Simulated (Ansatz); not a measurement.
Input for Ansatz (development build ahead of 0.2.0):

```yaml
crystal:
  periodic: [false, false, false]
  atoms:
    - { symbol: Mg, position_ang: [0.0, 0.0, 0.0] }
    - { symbol: Mg, position_ang: [0.0, 0.0, 3.0] }
basis:
  gaussian: { orbitals: def2-SVP }
total_charge: 1
magnetization:
  spin_polarized: true
  initial_magnetization: 1
hamiltonian:
  xc: pbe0
scf:
  omitted_lower_state_checks: [starts, atomic_configurations, cluster_reference, orbital_swaps, given_window_search, neighbouring_geometries, increment]
output:
  forces: true
```

The input is written out in the form of the current development build from the run's settings.

Output:

* Converged: yes
* Total energy: -399.55675 hartree
* Spin squared of the determinant: 0.777
* Stability test: minimum

Forces (eV/Å):
```
atom     Fx     Fy      Fz
 Mg1  0.000  0.000  -0.115
 Mg2  0.000  0.000   0.115
```
